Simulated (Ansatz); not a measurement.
Geometry optimisation, RKS PBE/def2-SVP in Ansatz.

The input (input.yaml):

```yaml
crystal:
  periodic: [false, false, false]
  atoms:
    - { symbol: Al, position_ang: [0.132862, 0.0, 0.239916] }
    - { symbol: H, position_ang: [0.452506, 0.0, 1.755466] }
    - { symbol: Cl, position_ang: [2.276638, 0.0, -0.129469] }
    - { symbol: Cl, position_ang: [-1.495205, 0.0, -1.076713] }
basis:
  gaussian: { orbitals: def2-SVP }
hamiltonian:
  xc: pbe
relax:
  f_tol: 0.03
  max_steps: 50
```

Run as:

```bash
$ ansatz run input.yaml --threads 1 --pin off --max-ram 2048MiB --backend cpu --events-out ev --progress --plain --runs-dir out
```

Q: Where does it end, and by what steps?

A: The run converged. After 4 steps the energy has fallen by 0.558 eV; H2 moved furthest, 0.39 Å.

```json
{"step": "0", "energy less start (eV)": "0.0000", "largest force component (eV/Å)": "1.663", "accepted": "yes"}
{"step": "1", "energy less start (eV)": "-0.3893", "largest force component (eV/Å)": "0.988", "accepted": "yes"}
{"step": "2", "energy less start (eV)": "-0.5369", "largest force component (eV/Å)": "0.931", "accepted": "yes"}
{"step": "3", "energy less start (eV)": "-0.5560", "largest force component (eV/Å)": "0.180", "accepted": "yes"}
{"step": "4", "energy less start (eV)": "-0.5577", "largest force component (eV/Å)": "0.015", "accepted": "yes"}
```

```xyz
4
Properties=species:S:1:pos:R:3
Al 0.321 0.000 0.340
H 0.087 0.000 1.901
Cl 2.269 0.000 -0.458
Cl -1.310 0.000 -0.994
```

Whether the end is a true minimum wasn't checked by a vibrational analysis.

Time of the run: 7.8 s on 1 thread of Arm Neoverse V1 (shared host), peak memory 0.1 GiB.
